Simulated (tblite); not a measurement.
C₃H₇OP.
SMILES: `C[C@@H]1C[P@@H]1=O`

Computed with GFN2-xTB (tblite): harmonic, unscaled wavenumbers at the GFN2-xTB geometry, gas phase. The method is semi-empirical: single wavenumbers can be off by several per cent or more. Modes of hydrogen on phosphorus can be 10 to 20 % off.

Harmonic wavenumbers (cm⁻¹): 159.5, 185.5, 262.2, 351.8, 389.0, 571.3, 675.3, 704.6, 767.1, 865.7, 907.8, 940.6, 991.5, 1015.2, 1099.5, 1120.2, 1158.4, 1272.8, 1301.2, 1384.8, 1410.5, 1482.6, 1487.5, 2364.4, 3003.3, 3016.6, 3028.5, 3039.7, 3049.0, 3087.7.

A = 6742, B = 3467, C = 2765 MHz; mass 90.023 u (most abundant isotopes); point group C1, symmetry number 1.

Zero-point energy?

½Σν̃ = 20547 cm⁻¹ = 245.80 kJ/mol.

Give the ideal-gas entropy at 273.15 K and 1 bar in the rigid-rotor, harmonic-oscillator model (classical rotation).

Translation 163.16, rotation 107.74, vibration 40.14: S = 311.0 J/(mol K).

And Cp and H(273.15 K) − H(0)?

Cp = 92.34 J/(mol K), of which vibrations give 59.08 (their classical limit is 30 R = 249.4); H(273.15 K) − H(0) = 15.95 kJ/mol without the zero-point energy, 6.86 from vibrations.

How do the functions run with temperature in this model?

| T (K) | S (J/(mol K)) | Cp (J/(mol K)) | H − H(0) (kJ/mol) | G − H(0) (kJ/mol) | ln q(vib) |
| --- | --- | --- | --- | --- | --- |
| 150 | 266.3 | 60.8 | 6.57 | -33.38 | 0.58 |
| 250 | 303.1 | 86.0 | 13.88 | -61.90 | 1.55 |
| 298.15 | 319.4 | 99.2 | 18.34 | -76.89 | 2.09 |
| 400 | 352.3 | 125.6 | 29.81 | -111.12 | 3.30 |
| 600 | 411.4 | 165.7 | 59.21 | -187.62 | 5.88 |
| 900 | 486.4 | 203.7 | 115.10 | -322.66 | 9.77 |

q(vib) and H(0) count from the zero-point level.

What must be added to the electronic energy to get the Gibbs energy at 273.15 K and 1 bar?

ZPE + [H(273.15 K) − H(0)] − T·S = 245.80 + 15.95 − 84.96 = 176.79 kJ/mol.

Which modes carry the vibrational entropy at 273.15 K?

159.5 cm⁻¹: 10.00; 185.5 cm⁻¹: 8.83; 262.2 cm⁻¹: 6.26; 351.8 cm⁻¹: 4.28; 389.0 cm⁻¹: 3.67; 571.3 cm⁻¹: 1.72 J/(mol K); the other 24 give 5.37 together.

Hindered rotation and anharmonicity are outside this model. The structure is chiral; the term R ln 2 for an equal mix with its mirror image is left out.
